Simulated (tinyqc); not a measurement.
Inside a calculation. Method: ROHF in the sto-3g basis, for LiH+, spin multiplicity 2. One step of it, computed by the program tinyqc.

Question. Iteration 1: Roothaan effective Fock matrix. With projectors Pc = D(beta) S, Po = (D(alpha) - D(beta)) S, Pv = 1 - D(alpha) S, the block xy is Px^T F Py; with Fc = (F(alpha) + F(beta))/2, the blocks are Fc for cc, oo, vv and cv, F(beta) for co and F(alpha) for ov.

F(alpha) (hartree), order 1Li 1s, 1Li 2s, 1Li 2px, 1Li 2py, 1Li 2pz, 2H 1s:
```
[[-3.629442, -0.818245, 0.000000, 0.000000, -0.003846, -0.231447],
 [-0.818245, -0.779428, 0.000000, 0.000000, 0.041672, -0.282832],
 [0.000000, 0.000000, -0.380311, 0.000000, 0.000000, 0.000000],
 [0.000000, 0.000000, 0.000000, -0.380311, 0.000000, 0.000000],
 [-0.003846, 0.041672, 0.000000, 0.000000, -0.563095, -0.307612],
 [-0.231447, -0.282832, 0.000000, 0.000000, -0.307612, -0.468416]]
```

F(beta) (hartree), order 1Li 1s, 1Li 2s, 1Li 2px, 1Li 2py, 1Li 2pz, 2H 1s:
```
[[-3.617003, -0.808585, 0.000000, 0.000000, -0.011599, -0.230621],
 [-0.808585, -0.580666, 0.000000, 0.000000, -0.106429, -0.290806],
 [0.000000, 0.000000, -0.329936, 0.000000, 0.000000, 0.000000],
 [0.000000, 0.000000, 0.000000, -0.329936, 0.000000, 0.000000],
 [-0.011599, -0.106429, 0.000000, 0.000000, -0.433656, -0.297801],
 [-0.230621, -0.290806, 0.000000, 0.000000, -0.297801, -0.450434]]
```

D(alpha) at the start, order 1Li 1s, 1Li 2s, 1Li 2px, 1Li 2py, 1Li 2pz, 2H 1s:
```
[[0.040642, -0.220677, 0.000000, 0.000000, 0.004167, 0.121337],
 [-0.220677, 1.263031, 0.000000, 0.000000, 0.275208, -0.901279],
 [0.000000, 0.000000, 0.000000, 0.000000, 0.000000, 0.000000],
 [0.000000, 0.000000, 0.000000, 0.000000, 0.000000, 0.000000],
 [0.004167, 0.275208, 0.000000, 0.000000, 1.369148, -1.101747],
 [0.121337, -0.901279, 0.000000, 0.000000, -1.101747, 1.269241]]
```

D(beta) at the start, order 1Li 1s, 1Li 2s, 1Li 2px, 1Li 2py, 1Li 2pz, 2H 1s:
```
[[0.005106, -0.044733, 0.000000, 0.000000, -0.077646, 0.078876],
 [-0.044733, 0.391913, 0.000000, 0.000000, 0.680272, -0.691049],
 [0.000000, 0.000000, 0.000000, 0.000000, 0.000000, 0.000000],
 [0.000000, 0.000000, 0.000000, 0.000000, 0.000000, 0.000000],
 [-0.077646, 0.680272, 0.000000, 0.000000, 1.180796, -1.199503],
 [0.078876, -0.691049, 0.000000, 0.000000, -1.199503, 1.218506]]
```

overlap S, order 1Li 1s, 1Li 2s, 1Li 2px, 1Li 2py, 1Li 2pz, 2H 1s:
```
[[1.000000, 0.241137, 0.000000, 0.000000, 0.000000, 0.068096],
 [0.241137, 1.000000, 0.000000, 0.000000, 0.000000, 0.398020],
 [0.000000, 0.000000, 1.000000, 0.000000, 0.000000, 0.000000],
 [0.000000, 0.000000, 0.000000, 1.000000, 0.000000, 0.000000],
 [0.000000, 0.000000, 0.000000, 0.000000, 1.000000, 0.514958],
 [0.068096, 0.398020, 0.000000, 0.000000, 0.514958, 1.000000]]
```

Give: effective F.

Answer.

effective F (hartree), order 1Li 1s, 1Li 2s, 1Li 2px, 1Li 2py, 1Li 2pz, 2H 1s:
```
[[-3.6233, -0.8149, 0.0000, 0.0000, -0.0070, -0.2308],
 [-0.8149, -0.6863, 0.0000, 0.0000, -0.0385, -0.2823],
 [0.0000, 0.0000, -0.3551, 0.0000, 0.0000, 0.0000],
 [0.0000, 0.0000, 0.0000, -0.3551, 0.0000, 0.0000],
 [-0.0070, -0.0385, 0.0000, 0.0000, -0.4869, -0.3046],
 [-0.2308, -0.2823, 0.0000, 0.0000, -0.3046, -0.4604]]
```
